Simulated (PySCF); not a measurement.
# C2H3F3S (methyl(trifluoromethyl) sulfide): the cost of one run

Programs: PySCF 2.14.0, with density-fitted response routines of our own. Each step states its level of theory. These are calculated values for one molecule in the gas phase, unless marked as measured. Atoms are numbered from 0 throughout.

## (1) The starting structure

9 atoms, charge 0, multiplicity 1; geometry from: MMFF94s. The atoms were then displaced at random by about 0.03 Å, so the start is not that level's minimum.

Bonds of the start (Å): C0–S1 1.79, S1–C2 1.75, C2–F3 1.38, C2–F4 1.39, C2–F5 1.35, C0–H6 1.16, C0–H7 1.04, C0–H8 1.12.

## (2) Optimising the geometry at PBE0-D3(BJ)/def2-SVP

Job settings and geometry (Å):

```
{"job": {"xc": "PBE0", "basis": "def2-SVP", "d3": "d3bj", "grid": 1, "shake": 0.03, "kind": "geom"}, "charge": 0, "multiplicity": 1}
C     -1.239830    -0.089150    -0.391990
S     -0.006250     1.197220    -0.229720
C      1.192440     0.114610     0.432000
F      1.641830    -0.883560    -0.403630
F      2.396940     0.762230     0.679350
F      0.826560    -0.419420     1.613210
H     -2.158760     0.465070    -0.823300
H     -0.945750    -0.795180    -1.098780
H     -1.574430    -0.421250     0.624450
```

Run with:

```console
OMP_NUM_THREADS=1 python probes_run.py task.json out
```

The driver reads the jobs from task.json and runs them one after another.

**Question.** How long does this first job take on 1 thread of Arm Neoverse V1, shared host, and how much memory does it need?

About 40 s, with a peak of 0.41 GiB.
